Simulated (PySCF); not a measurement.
**C$_{3}$H$_{4}$, SMILES `C=C=C` (charge 0, multiplicity 1)**

The numbers are results of PySCF with PBE0-D3(BJ)/def2-TZVP, not measurements.

HOMO: -7.73 eV
dipole moment: 0.00 D
HOMO–LUMO gap: 8.05 eV
LUMO: 0.32 eV
total energy: -116.5527 Ha
cost: about 13 core-seconds (a rough figure)

```xyz
7

C      1.2992    -0.0142     0.0020
C      0.0000    -0.0001     0.0000
C     -1.2992     0.0141    -0.0020
H      1.8554    -0.5699    -0.7456
H      1.8649     0.5295     0.7514
H     -1.8692    -0.7281     0.5469
H     -1.8510     0.7687    -0.5527
```
Charge 0, spin multiplicity 1.
